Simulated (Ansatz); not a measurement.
Conformers of C5H7F (`FC1C=CCC1`), each relaxed with PBE0-D4/def2-TZVP in Ansatz. CBS adds the triple-zeta coupled-cluster correction to the MP2 limit.

Not all of them had a frequency check.

Conformer A:

Z-matrix (Å, degrees):
```
C
C 1 1.494
C 1 1.530 2 104.2
F 1 1.394 2 111.5 3 119.6
H 1 1.096 2 112.0 3 -122.7
C 2 1.327 1 111.5 3 9.8
H 2 1.083 1 122.2 3 -172.2
C 3 1.537 1 106.0 2 -15.1
H 3 1.090 1 112.7 2 -139.4
H 3 1.092 1 106.8 2 102.5
H 6 1.084 2 124.8 1 178.0
H 8 1.096 3 111.5 1 -103.6
H 8 1.094 3 113.1 1 136.8
```

Conformer B:

Cartesian coordinates in Å:
```
F -2.089 -0.057 -0.765
C -1.062 0.601 -0.074
C -0.702 -0.187 1.144
C 0.464 -0.804 0.991
C 1.103 -0.506 -0.330
C 0.222 0.615 -0.899
H -1.450 1.602 0.135
H -1.362 -0.275 1.998
H 0.909 -1.473 1.718
H 1.108 -1.401 -0.962
H 2.147 -0.198 -0.225
H 0.717 1.580 -0.770
H -0.006 0.501 -1.959
```

(1) Which is lowest in electronic energy at CCSD(T)/CBS (frozen core, def2 sets), and by how much? (Estimate.)

(2) Give the energies relative to B (kJ/mol) with ωB97X-V/def2-TZVPP, B2PLYP/def2-TZVPP, B3LYP/def2-TZVPP, MP2/def2-TZVPP, MP2/def2-QZVPP, SCS-MP2/def2-QZVPP, HF/CBS(def2). (An estimate is asked.)

## Answers

(1) Ansatz gave: B; A lies 1.8 kJ/mol higher. Gaps under about 2 kJ/mol don't settle the order.

(2) Computed: 
```csv
level,A
ωB97X-V/def2-TZVPP,1.4
B2PLYP/def2-TZVPP,1.5
B3LYP/def2-TZVPP,1.3
MP2/def2-TZVPP,1.9
MP2/def2-QZVPP,2.1
SCS-MP2/def2-QZVPP,1.8
HF/CBS(def2),0.2
```

B3LYP here is the variant with VWN-RPA as its local correlation; programs differ in this.
